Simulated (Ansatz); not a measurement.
Input file:

```yaml
crystal:
  periodic: [false, false, false]
  atoms:
    - {symbol: Al, position_ang: [0.000000, -0.094367, 0.604744]}
    - {symbol: Be, position_ang: [0.000000, 0.138387, -1.702472]}
    - {symbol: H, position_ang: [0.000000, 1.259882, 2.076482]}
    - {symbol: H, position_ang: [0.000000, 0.028878, -3.042758]}
basis:
  gaussian: {orbitals: "6-31G*"}
magnetization: {spin_polarized: false, initial_magnetization: 1}
correlation: {active_space: {window: {electrons: 1, orbitals: 2}}}
output: {forces: true}
```

```sh
$ ansatz run in.yaml --threads 1 --pin off --events-out ev --progress --plain --max-ram 2393MiB
```

Log:

```
369 factors; integrals over basis functions are off by at most 1.2e-3 eV
mean field evaluation 1: about -7008.4464 eV, gradient 1.0e1 eV
mean field evaluation 2: about -7008.5321 eV, gradient 1.0e1 eV
mean field evaluation 4: about -7009.8319 eV, gradient 1.1e0 eV
mean field evaluation 8: about -7009.8594 eV, gradient 1.6e-1 eV
mean field evaluation 16: about -7008.3523 eV, gradient 6.9e0 eV
mean field evaluation 32: about -7009.7418 eV, gradient 2.7e0 eV
mean field -7009.86067909 eV, -257.6076285024 hartree, gradient 7.2e-7 eV, S^2 0.750000; 6 other end points of the search recorded, 0 dependent functions left out
reference -7009.86067909 eV, -257.6076285024 hartree; 10, 9 occupied and 28, 29 virtual orbitals, 369 factors
state -7009.86067909 eV, -257.6076285024 hartree
the calculation of the forces begins
Total energy: -7009.86067909 eV, -257.6076285024 hartree
Atom 0 at     0.000000    -0.094367     0.604744 Å, force     0.000000     1.561849     2.304979 eV/Å
Atom 1 at     0.000000     0.138387    -1.702472 Å, force    -0.000000     0.061571    -0.393936 eV/Å
Atom 2 at     0.000000     1.259882     2.076482 Å, force    -0.000000    -1.674939    -2.004728 eV/Å
Atom 3 at     0.000000     0.028878    -3.042758 Å, force     0.000000     0.051519     0.093685 eV/Å
Dipole moment:     0.000000    -0.122083    -0.265628 e Å
```

The active space holds one configuration alone, so it describes no static correlation.

Natural occupations: 1.0000 0.0000.

Forces (eV/Å):
```
Al   0.000  1.562  2.305
Be   0.000  0.062 -0.394
H    0.000 -1.675 -2.005
H    0.000  0.052  0.094
```

Ran on 1 thread of Intel Xeon, shared host: 0.63 s wall, 0.16 GiB peak host memory.
